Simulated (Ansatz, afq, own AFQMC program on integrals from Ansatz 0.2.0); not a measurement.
Where AFQMC and coupled cluster stand for GeH2O, singlet

```tsv
atom	x (Å)	y (Å)	z (Å)
Ge	0.0000	0.0942	0.3125
O	0.0000	-0.4314	-1.3992
H	0.0000	1.4499	1.1606
H	0.0000	-1.3899	-1.4734
```

Connectivity, by distances: GeH–OH.

Basis cc-pVDZ. Noble-gas cores (and the filled d shells of Ga–Kr and In–Xe) are frozen. Integrals, coupled cluster, full CI and functionals: Ansatz 0.2.0; the random walks run on the same integrals in our own AFQMC program. The CISD trial takes its coefficients from CCSD amplitudes. Released means that phaseless walkers are propagated on without the constraint, phases kept. Error bars are statistical, one sigma. No spin–orbit coupling.

Determinant: RHF, the one that the program's search chose, which needn't be the lowest solution. The geometry is a point of a scan.

No full CI on the walks' own integrals is used here. The released AFQMC energy serves as the reference, which it does only where one determinant dominates, the energy is flat over the last release times and near the phaseless one (40 meV or 2 meV an electron, half that with transition metals). On small molecules, where full CI could be run and the noise was under 10 meV, such values lay within 10 meV of it in 19 cases of 20, a flattering rate, since the rule was set on those same cases; what remains of the bias isn't in the error bar.

Cautions: no relativity below Rb; no spin-orbit coupling; inner d shell frozen; higher spins were not checked; restricted determinant unstable towards unrestricted (UHF 190 meV lower, ⟨S²⟩ 0.55); raised T1 diagnostic (T1 0.021, weight of the determinant 0.87, largest double 0.10); the released value is read at 2.40 1/Eh with a noise of 29 meV, more than in the cases checked (meV from the phaseless value at times in 1/Eh: 13 ± 20 at 0.24, 9 ± 20 at 0.51, -1 ± 22 at 0.99, -13 ± 31 at 1.62, 29 ± 29 at 2.40).

* T1 diagnostic: 0.0213
* weight of the determinant in the CISD state: 0.870
* size of the correlated space: 12 electrons in 36 orbitals

```json
{"level": "MP2", "correlation energy (eV)": "-7.4958"}
{"level": "CCSD", "correlation energy (eV)": "-8.1008"}
{"level": "CCSD(T)", "correlation energy (eV)": "-8.3189"}
```

Q: Estimate where AFQMC with the constraint released lies against CCSD(T) on the same integrals.

A: 1.36 ± 1.06 mEh below CCSD(T). The gap is under twice the noise, so this walk alone can't tell the two apart.

Reference: AFQMC with the constraint released, correlation energy -8.356 ± 0.029 eV.

```tsv
level	E − E(reference) (mEh)	share of correlation (%)
CCSD(T)	1.36 ± 1.06	99.56
ph-AFQMC/HF	-2.31 ± 2.96	100.75
ph-AFQMC/CISD	-1.06 ± 1.35	100.35
```

A walk keeps the symmetry of its determinant, which the program's search chose and which needn't be the lowest solution, so a lower state of the same spin and another symmetry isn't excluded. Released energies are given only where the last usable release times agree within the noise; a slower fall can still hide under it.
